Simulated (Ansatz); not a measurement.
# Multireference treatment of BH3, singlet

Calculated in Ansatz's Gaussian-basis code. Basis cc-pVDZ, nonrelativistic, 1 orbital frozen in the corrections. State-specific CASSCF; RHF is the lowest restricted (open-shell) Hartree–Fock solution met. No symmetry is imposed, so a solution can break that of the shape. Lower solutions, or ones in other orbitals, may exist.

Geometry:

```xyz
4

B     0.0000    0.0000    0.0000
H     1.2065    0.0000    0.0000
H    -0.6033    1.0449    0.0000
H    -0.6033   -1.0449    0.0000
```

(1) What do CASSCF and its corrections give against RHF in CAS(6,7), and what are the occupations?

## Answers

(1) CASSCF -1.407 eV, SC-NEVPT2 -2.616 eV; occupations 1.98, 1.98, 1.97, 0.02, 0.02, 0.02, 0.01.
